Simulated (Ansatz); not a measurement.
**A ladder of methods for [SiPH4]− (SMILES [SiH2-]P)**

[SiPH4]−: 6 atoms, total charge -1, spin state singlet. SMILES: `[SiH2-]P`. The shape is that of a GFN2-xTB optimisation. This is one conformer, not always the lowest.

```xyz
6

Si    0.3577   -1.0198   -0.1326
P    -0.3552    1.0714    0.1326
H    -0.3871   -1.6006    1.0369
H    -0.6421   -1.4081   -1.1859
H     0.4074    1.5654   -0.8998
H     0.6193    1.3917    1.0488
```

Quantity: the energy change with the P2–H5 bond stretched from 1.375 to 2.063 Å, in eV. The values are calculated.

```tsv
level	kind	program	value (eV)
SVWN5/STO-3G (restricted)	LDA	Ansatz	2.14
PBE/STO-3G (restricted)	GGA	Ansatz	1.99
r2SCAN/STO-3G (restricted)	meta-GGA	Ansatz	2.20
BHLYP/STO-3G (restricted)	global hybrid	Ansatz	2.71
PBE0/STO-3G (restricted)	global hybrid	Ansatz	2.43
wB97M-V/STO-3G (restricted)	range-separated hybrid	Ansatz	2.55
B2PLYP/STO-3G (restricted)	double hybrid	Ansatz	2.44
RPA@PBE/STO-3G (restricted)	RPA	Ansatz	2.15
BCCD(T)/STO-3G (restricted)	coupled cluster or CI	Ansatz	2.19
CCSDTQ/STO-3G (restricted)	coupled cluster or CI	Ansatz	2.19
```

Sets without diffuse functions describe the anion poorly. The first shape isn't each level's own minimum. The values span 1.99 to 2.71 eV. All rows use very small basis sets, so even the best lies far from the true value.
